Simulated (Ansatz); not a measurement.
**Scan of BS⁺, triplet**

Starting geometry (PBE0/def2-TZVP stationary point for this spin):

```yaml
atoms:
  - { symbol: B, position_ang: [0.0000, 0.0000, 0.0000] }
  - { symbol: S, position_ang: [0.0000, 0.0000, 1.7033] }
```

From there S2 moves along the line of the two atoms named below, all else staying in place; atoms are numbered as listed. Energies are in eV, counted from the starting geometry at the same level. Kohn–Sham curves are unrestricted where that lies lower.

Basis cc-pVTZ; Ansatz 0.2.0. Only valence electrons are correlated (noble-gas cores frozen). Prefix R: restricted or restricted open-shell reference; prefix U: unrestricted.

Unrestricted rows (U, and Kohn–Sham where it breaks symmetry) aren't spin-pure: their determinants' ⟨S²⟩ exceeds S(S+1) by up to 0.31, so they mix in states of higher spin. A value is left out where its run failed or describes another state than the reference as far as symmetry and spin tell, or, spin-broken singlets apart, can't be checked. The reference follows the lowest state, whose symmetry changes from Π to Σ⁻ or Δ between 1.873 and 3.154.

Full CI isn't at hand for all of this; UCCSDT(Q) serves as the reference, and is uncertain by about the last step of the cluster series.

| distance B1-S2 (Å) | UCCSDT(Q) | PBE | r2SCAN | PBE0 | B3LYP | BHLYP | wB97X-V | wB97M-V | B2PLYP | RPA-PBE |
| --- | --- | --- | --- | --- | --- | --- | --- | --- | --- | --- |
| 1.509 | 0.914 | 0.890 | 0.841 | 0.815 | 0.829 | 0.764 | 0.817 | 0.792 | 0.839 | 0.948 |
| 1.703 | 0.000 | 0.000 | 0.000 | 0.000 | 0.000 | 0.000 | 0.000 | 0.000 | 0.000 | 0.000 |
| 1.873 | 0.215 | 0.236 | 0.290 | 0.302 | 0.269 | 0.324 | 0.303 | 0.305 | 0.277 | 0.193 |
| 2.338 | – | 1.676 | 1.851 | 1.667 | 1.580 | 1.522 | 1.556 | 1.432 | 1.565 | 1.205 |
| 3.154 | 1.830 | 2.277 | 2.459 | 2.299 | 2.121 | 2.088 | 2.185 | 2.018 | 2.148 | 1.611 |
| 4.616 | 2.485 | – | – | – | – | – | 2.908 | 2.738 | – | – |

wB97X-V at 4.616 Å lies 0.423 eV (17 %) above the reference in this basis. wB97M-V at 4.616 Å lies 0.253 eV (10 %) above the reference in this basis.
